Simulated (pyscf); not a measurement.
Optimised with ωB97X-D3(BJ)/def2-SVP in PySCF. MP2 and CC: frozen core, UHF for open shells. ΔMP2 is the change of the MP2 total energy from the triple- to the quadruple-zeta basis.

Q: For `[SiH3][NH][SiH2][Cl]` -> `[NH]=[SiH][Cl]` + `[SiH4]`, an elimination (singlet surface; N–Si, H–Si broken, H–Si formed), PBE/def2-TZVP gives ΔE‡ = 62.2 kcal/mol and ΔE = +58.2 kcal/mol (zero: the reactant's lowest minimum found). In which direction and how far do M06-2X/def2-TZVP, ωB97M-D3(BJ)/def2-TZVP, CCSD(T)/def2-TZVPP + ΔMP2(QZVPP) move these?

A: M06-2X: ΔE‡ = 71.1 kcal/mol, ΔE = +69.2 kcal/mol; ωB97M-D3(BJ): ΔE‡ = 68.8 kcal/mol, ΔE = +65.8 kcal/mol; CCSD(T): ΔE‡ = 70.1 kcal/mol, ΔE = +65.4 kcal/mol. PBE's barrier lies under all of them, by 6.6 to 8.8 kcal/mol. Its reaction energy lies under all of them, by 7.1 to 11.0 kcal/mol. Much of the shift in the barrier follows the reaction energy. On the product side the descent ends in a complex, 4.3 kcal/mol under the separated species and 4.3 kcal/mol under the saddle at ωB97X-D3(BJ)/def2-TZVP. HN=SiH–Cl lies 26.4 kcal/mol over its isomer H₂N–Si:–Cl [singlet] (electronic energy, ωB97M-D3(BJ)/def2-TZVP). One saddle was located; it need not be the lowest between these sides. The CCSD(T) − MP2 part came from Ansatz, without density fitting, on the same reference.
